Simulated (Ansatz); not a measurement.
Reaction (SMILES): [S+]#[C-] (C-S) → C atom + S atom
B3LYP-D3(BJ)/def2-TZVP geometries, fixed; electronic energies without zero-point terms.

Basis-set convergence of the atomisation energy at CCSD(T) with Ansatz (a first-principles code). Cartesian d functions, on some or all atoms, in 6-311G**; all else is spherical. Cores are frozen. Open shells are unrestricted. No added dispersion term, no relativity. Functions are those of the species that has most. Reference: Hartree-Fock in aug-cc-pV(Q+d)Z plus the correlation part extrapolated as X^-3 from aug-cc-pV(T+d)Z and aug-cc-pV(Q+d)Z, 170.67 kcal/mol, itself unsure by roughly 0.95 kcal/mol (a third of the extrapolation step and of the last Hartree-Fock step). Deviations are taken from unrounded values.

```
basis            functions  atomisation energy (kcal/mol)  minus reference (kcal/mol)
---------------  ---------  -----------------------------  --------------------------
STO-3G                  14                         159.56                      -11.11
pcseg-0                 22                         116.94                      -53.73
pcseg-1                 32                         154.42                      -16.25
cc-pV(D+d)Z             37                         155.08                      -15.59
6-311G**                45                         157.33                      -13.34
aug-cc-pV(D+d)Z         55                         156.15                      -14.52
6-311++G(2d,2p)         62                         157.78                      -12.89
pcseg-2                 64                         165.56                       -5.11
cc-pV(T+d)Z             69                         163.34                       -7.34
def2-TZVPP              73                         164.45                       -6.22
def2-QZVPP             127                         167.67                       -3.01
def2-QZVPPD            142                         167.90                       -2.78
cc-pV(5+d)Z            191                         169.28                       -1.39
```
